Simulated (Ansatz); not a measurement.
Ti7Cu5Ni4Ag4: short dynamics, then relaxation

A packing of 20 atoms, thrown in at random and pushed apart as soft spheres with like charges further apart (4 Ag, 5 Cu, 4 Ni, 7 Ti) went through Langevin stages in a fixed cell of 14.52 Å³/atom, at one k point, without spin and with a Fermi–Dirac width of kT (0.05 eV at least). Level of theory: DFT PBE, scalar-relativistic, plane waves, PAW (Ansatz).

```
thermostat (K) duration (fs) friction (1/fs) cutoff (eV) mean T (K) mean P (GPa) mean square displacement (Å²)
          2340             72            0.030          320        2149          10.0                           0.11
          2340            243            0.030          420        2140          11.5                           0.29
          1680            207            0.030          420        1577           9.8                           0.18
           930            240            0.030          420         940           6.9                           0.11
           300            327            0.030          420         309           3.4                           0.07
```

Means run over the second half of a stage; pressure includes the kinetic part; displacements count from the stage's start, the atoms' common shift taken off. In so short a run the atoms moved about a bond length or less in the hot stages, so this is an annealed packing, not a quenched equilibrium liquid.

Cell and atoms were then relaxed on coarser meshes and computed once more: Cutoff 420 eV; k points 5×5×5 on the computed 20-atom cell (Γ-centred); Gaussian smearing, width 0.10 eV; no spin polarisation.

Problem. What structure is left?

Solution. One draw of many: 14.62 Å³/atom with no gap on the mesh, 0.02 eV/atom below the elements' standard states (static lattices, no corrections for gases) (a random packing after short dynamics, relaxed).

Counting as bonded all pairs within 1.3 times the summed covalent radii:

| atom → neighbour | mean count | mean length (Å) | spread (Å) |
| --- | --- | --- | --- |
| Ag → Ag | 1.50 | 2.75 | 0.02 |
| Ag → Cu | 4.00 | 2.84 | 0.32 |
| Ag → Ni | 3.00 | 2.87 | 0.19 |
| Ag → Ti | 5.50 | 2.96 | 0.29 |
| Cu → Ag | 3.20 | 2.84 | 0.32 |
| Cu → Cu | 2.40 | 2.66 | 0.18 |
| Cu → Ni | 2.00 | 2.62 | 0.06 |
| Cu → Ti | 4.80 | 2.85 | 0.25 |
| Ni → Ag | 3.00 | 2.87 | 0.19 |
| Ni → Cu | 2.50 | 2.62 | 0.06 |
| Ni → Ni | 1.50 | 2.58 | 0.01 |
| Ni → Ti | 5.25 | 2.76 | 0.26 |
| Ti → Ag | 3.14 | 2.96 | 0.29 |
| Ti → Cu | 3.43 | 2.85 | 0.25 |
| Ti → Ni | 3.00 | 2.76 | 0.26 |
| Ti → Ti | 5.71 | 3.17 | 0.46 |

Angles between all pairs of such bonds at an atom (mean ± spread): 96 ± 35° at Ag, 97 ± 34° at Cu, 97 ± 34° at Ni, 96 ± 36° at Ti.

```
CELL_PARAMETERS angstrom
6.91580 -0.05614 0.04442
-0.04222 6.26483 -0.07000
0.04587 -0.08473 6.75061
ATOMIC_POSITIONS crystal
Ti 0.67128 0.15618 0.98974
Ti 0.95515 0.87649 0.88232
Ti 0.31869 0.89336 0.12822
Ti 0.02110 0.60378 0.22485
Ti 0.23482 0.65863 0.75983
Ti 0.27944 0.11538 0.78629
Ti 0.84163 0.17555 0.58851
Cu 0.59093 0.86227 0.69269
Cu 0.67895 0.41834 0.32397
Cu 0.46417 0.10119 0.43450
Cu 0.54441 0.41251 0.67029
Cu 0.00840 0.15177 0.18860
Ni 0.98489 0.36244 0.87815
Ni 0.40726 0.68161 0.41300
Ni 0.88345 0.60698 0.59694
Ni 0.11148 0.91737 0.48846
Ag 0.65447 0.61632 0.98214
Ag 0.74019 0.87089 0.30648
Ag 0.33791 0.38542 0.10076
Ag 0.18568 0.34969 0.48281
```

Spin polarisation was left out, and a magnetic state may lie lower.

Cost: 6 runs of about 76 core-minutes in all (earlier runs that led there not counted), on Arm Neoverse V1 (shared hosts).